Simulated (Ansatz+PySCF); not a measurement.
Values are calculated unless marked as measured or tabulated.
A run of PySCF 2.14.0 on singlet MgO at this shape:

```xyz
2

Mg   -0.0088   -0.0404   -0.6710
O    -0.0232    0.0156    1.0072
```

Its results:

```yaml
Converged: yes
Reference_energy: -274.20115 hartree
Correlation_energy: -0.27464 hartree
Total_energy: -274.47579 hartree
```

(1) Which input gives this output? Name the method, the orbitals and the basis set, and write the input.

Results:

(1) RHF-MP2 in def2-SVP. An unrestricted run that stays on the closed shell gives the same numbers.

```python
from pyscf import gto, scf, mp

mol = gto.M(atom="""
Mg -0.008750 -0.040440 -0.670990
O -0.023250 0.015610 1.007180
""", basis='def2-svp', charge=0, spin=0)
mf = scf.RHF(mol)
mf.kernel()
pt = mp.MP2(mf, frozen=2).run()
print(mf.e_tot, pt.e_corr, pt.e_tot)
```

Caution: large share of triples, a single reference is doubtful; an unrestricted determinant lies well below.
